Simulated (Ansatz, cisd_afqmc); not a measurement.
System: CHO, charge 0, doublet. CHO (SMILES [CH]=O, doublet).
B3LYP-D3(BJ)/def2-TZVP minimum from Ansatz (a quantum-chemistry and plane-wave program):
```
C
O 1 1.1718
H 1 1.1249 2 124.43
```
Charge 0, spin multiplicity 2.

Total energies in cc-pVTZ, 11 correlated electrons, 2 frozen orbitals. Radicals and triplets start from unrestricted determinants; spin-orbit coupling is neglected. Cores are frozen in correlated methods. No relativity. AFQMC/CISD: phaseless, guided by CISD from CCSD amplitudes; bars are statistical, one sigma. Outlying blocks are dropped, and bars are widened where a walk drifts. Over all cases where full CI ran beside it in this data, AFQMC minus full CI had a median of +0.1 mEh and passed +0.4 mEh in a tenth of the cases.

```csv
method,program,energy (Eh),minus CCSDT(Q) (mEh)
HF,Ansatz,-113.29288,392.51
MP2,Ansatz,-113.66005,25.35
CCSD,Ansatz,-113.66705,18.35
CCSD(T),Ansatz,-113.68392,1.48
CCSDT(Q),Ansatz,-113.68539,0.00
AFQMC/CISD,cisd_afqmc,-113.6847 ± 0.0003,0.7 ± 0.3
```

Rough core times of Ansatz's runs on a shared machine: CCSD(T) under 20 s, CCSDT(Q) 5 min.
